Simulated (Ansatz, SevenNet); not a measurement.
For 2H-SiC, the machine-learned potential SevenNet-0 (trained on PBE and PBE+U data) gives:

```
Item                         Value
-------------------------  -------
lattice constant a         3.093 Å
lattice parameter c        5.067 Å
elastic constant C11       394 GPa
elastic constant C44       111 GPa
polycrystal shear modulus  125 GPa
```

Question: What does HSE06 (Ansatz, a program for electronic structure, plane waves, PAW) give for the same quantities?

Answer: 
- lattice constant a: 3.071 Å (decreases by 0.7 %)
- lattice parameter c: 5.036 Å (drops by 0.6 %)
- elastic constant C11: 536 GPa (rises by 36 %)
- elastic constant C44: 164 GPa (goes up by 48 %)
- Voigt–Reuss–Hill shear modulus: 200 GPa (grows by 60 %)

For comparison: lattice constant a 3.076 Å (measured, room temperature, not corrected to a static lattice; as tabulated in Paulus et al. (1997), arXiv:cond-mat/9701136); lattice parameter c 5.048 Å (measured, room temperature, not corrected to a static lattice; as tabulated in Paulus et al. (1997), arXiv:cond-mat/9701136).

Changes are worked out from the printed values.

Unless a cell is named, each level is at its own relaxed cell (SevenNet-0 10.50, HSE06 10.28 Å³/atom).

Ansatz's density-functional and Hartree–Fock values are scalar-relativistic unless marked +SOC, with PAW data made under PBE.
